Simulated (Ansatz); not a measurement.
Reaction (alkene loss): `CCOC(C)F` → `CC(O)F` + `C=C`

Computed with Ansatz on PBE0-D4/def2-TZVP structures; ΔE is electronic, products minus reactants. CCSD(T)/CBS adds triple-zeta CCSD(T) − MP2 to the extrapolated MP2 energy (def2 sets, frozen cores). This one scheme is used for every species. Functionals use def2-TZVPP. Each species was taken in one conformer, which may not be the lowest.

`CCOC(C)F`:

Z-matrix (Å, degrees):
```
C
C 1 1.506
H 1 1.092 2 110.1
H 1 1.091 2 110.6 3 119.7
H 1 1.092 2 110.8 3 -120.1
O 2 1.419 1 108.3 3 -179.8
H 2 1.095 1 111.0 3 -59.4
H 2 1.099 1 110.9 3 60.4
C 6 1.368 2 114.5 1 -175.3
C 9 1.500 6 109.6 2 172.3
F 9 1.394 6 109.8 2 -68.2
H 9 1.101 6 110.9 2 47.3
H 10 1.091 9 109.4 6 56.8
H 10 1.091 9 109.9 6 -62.9
H 10 1.090 9 110.0 6 176.9
```

`CC(O)F`:

Z-matrix (Å, degrees):
```
C
C 1 1.500
H 1 1.091 2 109.3
H 1 1.091 2 110.0 3 119.6
H 1 1.090 2 110.0 3 -120.1
O 2 1.377 1 109.2 3 -56.3
F 2 1.391 1 109.1 3 63.2
H 2 1.098 1 112.4 3 179.2
H 6 0.962 2 108.9 1 -174.9
```

`C=C`:

Z-matrix (Å, degrees):
```
C
C 1 1.323
H 1 1.085 2 121.7
H 1 1.085 2 121.7 3 -180.0
H 2 1.085 1 121.7 3 -0.0
H 2 1.085 1 121.7 3 -180.0
```

CCSD(T)/CBS gives +77.4 kJ/mol.

Task: Another level gave +72.3 kJ/mol. Which?
A. CAM-B3LYP/def2-TZVPP
B. PBE0/def2-TZVPP
C. PBE0-D4/def2-TZVPP
D. B2PLYP/def2-TZVPP

Result: D. B2PLYP 72.3, PBE0 88.1, CAM-B3LYP 80.2, PBE0-D4 95.0 kJ/mol.

Largest T1 diagnostic among the species: 0.011.

From r2SCAN to r2SCAN0 (25 % exact exchange), in def2-TZVPP and without D4, ΔE moves by +5.3 kJ/mol. At CCSD(T), def2-SVP lies +13.4 kJ/mol from the extrapolated value and def2-TZVPP +0.9 kJ/mol.

CCSD(T)/CBS has its own doubt, a few kJ/mol and more with outer-core shells, so smaller differences from it don't rank the levels.
